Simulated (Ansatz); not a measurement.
`F[Si]S` and `N[Si]S` differ in one atom or group.

Ansatz, PBE0-D4/def2-TZVP geometries, multiplicity 1. Each molecule was computed in one conformer, which needn't be the lowest.

```tsv
property	`F[Si]S`
HOMO energy (ωB97M-V/def2-TZVPP) / eV	-9.42
ideal-gas entropy at 298 K and 1 bar (rigid rotor, harmonic PBE0-D4/def2-TZVP) / J/(mol·K)	283
HOMO–LUMO gap (PBE0/def2-TZVPP) / eV	5.18
HOMO energy (PBE/def2-TZVPP) / eV	-6.26
HOMO–LUMO gap (PBE/def2-TZVPP) / eV	3.30
HOMO–LUMO gap (ωB97M-V/def2-TZVPP) / eV	9.25
```

Q: Give the same properties after the change, and the shifts. (An estimate is asked.)

A: Ansatz gave: 
```
                                                                                  property  `N[Si]S`  shift
                                                     HOMO energy (ωB97M-V/def2-TZVPP) / eV     -8.70   0.72
ideal-gas entropy at 298 K and 1 bar (rigid rotor, harmonic PBE0-D4/def2-TZVP) / J/(mol·K)       291      8
                                                      HOMO–LUMO gap (PBE0/def2-TZVPP) / eV      5.40   0.22
                                                         HOMO energy (PBE/def2-TZVPP) / eV     -5.60   0.66
                                                       HOMO–LUMO gap (PBE/def2-TZVPP) / eV      3.58   0.28
                                                   HOMO–LUMO gap (ωB97M-V/def2-TZVPP) / eV      9.41   0.16
```

With PBE0 the HOMO rises by 0.72 eV and the LUMO rises by 0.94 eV, so the gap widens by about 0.22 eV. PBE moves the HOMO by 0.66 eV and ωB97M-V by 0.72 eV. The zero-point energy changes by 64.0 kJ/mol with +6 modes.
